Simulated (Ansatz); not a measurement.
Geometry optimisation, RKS LDA/6-31G* (Ansatz).

Input:

```yaml
crystal:
  periodic: [false, false, false]
  atoms:
    - { symbol: Si, position_ang: [0.0, 0.0, 0.0] }
    - { symbol: "N", position_ang: [0.0, 0.0, 2.17] }
    - { symbol: H, position_ang: [-0.877, -0.2713, 2.7] }
    - { symbol: H, position_ang: [0.877, 0.2713, 2.7] }
    - { symbol: Si, position_ang: [2.0935, 0.0, -0.7393] }
    - { symbol: H, position_ang: [2.5508, -1.3762, -0.9079] }
    - { symbol: H, position_ang: [2.1573, 0.6939, -2.0222] }
    - { symbol: H, position_ang: [2.951, 0.6823, 0.2255] }
    - { symbol: H, position_ang: [-0.6877, 1.1914, -0.4862] }
    - { symbol: H, position_ang: [-0.6877, -1.1914, -0.4862] }
    - { symbol: H, position_ang: [0.9186, -1.3949, 0.555] }
    - { symbol: H, position_ang: [0.7292, -1.1073, 1.5131] }
basis:
  gaussian: { orbitals: "6-31G*" }
hamiltonian:
  xc: lda
relax:
  f_tol: 0.15
  max_steps: 25
  restrain:
    - { distance: [0, 10], at: 2.66, k: 30.0 }
    - { distance: [11, 1], at: 2.26, k: 30.0 }
    - { distance: [0, 1], at: 1.82, k: 30.0 }
    - { distance: [11, 10], at: 0.66, k: 30.0 }
output:
  orbitals: {}
```

Run as:

```bash
$ ansatz run input.yaml --threads 1 --pin off --max-ram 2048MiB --backend cpu --events-out ev --progress --plain --runs-dir out
```

Problem. Where does it end, and by what steps?

Solution. The forces met the threshold. The restraints hold the end off the free minimum; the threshold counts their pulls, which the force column leaves out. Restrained pairs: Si1–H11 (1.76 → 2.67 Å), N2–H12 (1.48 → 2.27 Å), Si1–N2 (2.17 → 1.78 Å), H11–H12 (1.02 → 0.72 Å). After 6 steps the energy has fallen by 2.593 eV (the restraints' own energy left out); H11 moved furthest, 0.86 Å.

```
step  energy less start (eV)  largest force component (eV/Å)  accepted
   0                  0.0000                           2.769       yes
   1                 -0.6678                           3.767       yes
   2                 -1.2315                           3.486       yes
   3                 -1.9667                           2.066       yes
   4                 -2.5312                           1.550       yes
   5                 -2.5822                           1.390       yes
   6                 -2.5932                           1.412       yes
```

```xyz
12
Properties=species:S:1:pos:R:3
Si -0.083 0.142 0.145
N -0.048 0.320 1.919
H -0.782 -0.120 2.477
H 0.850 0.307 2.406
Si 2.088 0.137 -0.706
H 2.582 -1.262 -0.938
H 2.145 0.881 -2.010
H 3.045 0.805 0.244
H -0.850 1.284 -0.468
H -0.779 -1.119 -0.300
H 1.018 -2.153 0.952
H 0.839 -1.722 1.503
```

Run time: 14 s on 1 thread of Arm Neoverse V1 (shared host), peak memory 0.12 GiB.
